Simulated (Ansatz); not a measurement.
**What a trial cell of SnH2 relaxes into**

Level of theory: DFT PBE, scalar-relativistic, plane waves, PAW (Ansatz). Cutoff 420 eV, Γ-centred k mesh, Gaussian smearing, no spin polarisation in the final step.

The start is a random cell of SnH2 with space group Pma2 (No. 28), drawn with lower limits on the distances.

```xyz
6
Lattice="3.9437 0.0000 0.0000 0.0000 5.0907 0.0000 0.0000 0.0000 4.1929" Properties=species:S:1:pos:R:3 pbc="T T T"
Sn    0.9859    1.2727    2.3317
Sn    2.9578    3.8180    2.3317
H     2.9578    1.6969    1.0482
H     0.9859    3.3938    1.0482
H     2.9578    1.2727    3.1447
H     0.9859    3.8180    3.1447
```

Cell and atoms relax at zero pressure; the relaxation can't lower the symmetry of the start. After a coarse first stage the cell is made exact in the group found at 0.06 Å.

Energies over the elements count from the elements' standard structures at the same level (H₂ as a molecule), with no empirical corrections.

(1) Describe the relaxed structure.

(2) What are its volume, energy, density and gap?

## Answers

(1) It ends in Cmmm (No. 65). Conventional cell: a = 3.279 Å, b = 6.170 Å, c = 5.594 Å. Around Sn lie 4 H at 2.02 Å; around H lie 2 Sn at 2.02 Å and 1 H at 2.34 Å.

```cif
data_structure
_symmetry_space_group_name_H-M 'Cmmm'
_symmetry_Int_Tables_number 65
_cell_length_a 3.2791
_cell_length_b 6.1703
_cell_length_c 5.5942
_cell_angle_alpha 90.000
_cell_angle_beta 90.000
_cell_angle_gamma 90.000
_cell_volume 113.19
loop_
_atom_site_label
_atom_site_type_symbol
_atom_site_symmetry_multiplicity
_atom_site_Wyckoff_symbol
_atom_site_fract_x
_atom_site_fract_y
_atom_site_fract_z
_atom_site_occupancy
Sn1 Sn 2 d 0.00000 0.00000 0.50000 1
H1 H 4 l 0.50000 0.00000 0.29060 1
```

(2) The volume per atom is 18.9 Å³. The density is 3.5 g/cm³, the energy over the elements is 0.52 eV/atom and the gap on the 16×16×8 mesh is 0 eV (a metal).

The final run used a 16×16×8 mesh on its 3-atom cell and 0.10 eV smearing. For metals, differences of a few meV/atom aren't resolved. Weakly bound directions are ill-defined at this level, which has no dispersion term. Symmetry constrained the relaxation, so the result can be a saddle point.

Cost: 4 runs of about 6.4 core-minutes in all, on Arm Neoverse V1 (shared hosts).